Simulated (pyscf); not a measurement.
PySCF, gas phase, ωB97X-D3(BJ)/def2-SVP geometries.

Task: Estimate by transition-state theory the rate constant of hydrogen chloride (HCl) + H₃Si–O–Zr(Cl)(Cl)–Cl → zirconium tetrachloride (Cl–Zr(Cl)(Cl)–Cl) + silanol (HO–SiH₃) (singlet surface; Cl–H, O–Zr broken, Cl–Zr, H–O formed) at 600 K, with ωB97M-D3(BJ)/def2-TZVP energies (ideal gas, 1 atm, RRHO with modes under 100 cm⁻¹ raised to 100, one conformer, R ln 2 for chiral ones without a mode under 150 cm⁻¹; no tunnelling).

Result: The electronic barrier is 4.6 kcal/mol and the thermal terms add +20.4, so ΔG‡ = 24.9 kcal/mol. With k_BT/h = 1.25e+13 s⁻¹ and RT = 1.192 kcal/mol, and a volume of 8.18e-20 cm³ per molecule at 1 atm, k = 8.4e-16 cm³ molecule⁻¹ s⁻¹. Wigner's tunnelling factor for 553i cm⁻¹ would be 1.07. A shift of 1 kcal/mol in the barrier changes k by a factor 2.3. On the reactant side the descent ends in an adduct with a Cl–Zr contact, 5.7 kcal/mol under the separated species and 4.9 kcal/mol under the saddle at ωB97X-D3(BJ)/def2-TZVP. On the product side the descent ends in an adduct with a O–Zr contact, 17.6 kcal/mol under the separated species and 16.6 kcal/mol under the saddle at ωB97X-D3(BJ)/def2-TZVP. What is counted as formed (Cl–Zr) is already present as a longer contact in the reactant adduct; forming that adduct is a step of its own. What is counted as broken (O–Zr) persists as a longer contact in the product adduct; parting that adduct is a step of its own. At ωB97X-D3(BJ)/def2-TZVP the barrier from the zero used here is -0.8 kcal/mol. This is the saddle that the search found; another between the same sides may lie lower. Elements past Kr carry the def2 core potentials, without spin-orbit coupling.
